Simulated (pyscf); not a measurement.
Structures and frequencies: ωB97X-D3(BJ)/def2-SVP in PySCF.

### Question
For the elementary gas-phase step H₂Ga–AsH–AsH₂ + hydrogen (H₂) -> H₂As–AsH₂ + gallane (GaH₃) (singlet surface; As–Ga, H–H broken, As–H, Ga–H formed), what barrier and reaction energy does ωB97M-D3(BJ)/def2-TZVP give, measured from the separated reactants?

### Answer
ΔE‡ = 123.7 kJ/mol, ΔE = +52.6 kJ/mol. Zero-point energy shifts the barrier by +7.5 kJ/mol. It is a four-centre exchange, with an imaginary mode of 1216i cm⁻¹. On the product side the descent ends in a complex, 24.5 kJ/mol under the separated species and 74.7 kJ/mol under the saddle at ωB97X-D3(BJ)/def2-TZVP. At the saddle there is also a short Ga–H contact that neither side keeps. At ωB97X-D3(BJ)/def2-TZVP the barrier from the zero used here is 135.6 kJ/mol. H₂Ga–AsH–AsH₂ is closed by a dative As–Ga contact. This is the saddle that the search found; another between the same sides may lie lower. Elements up to Kr have no core potential and no relativistic terms here.
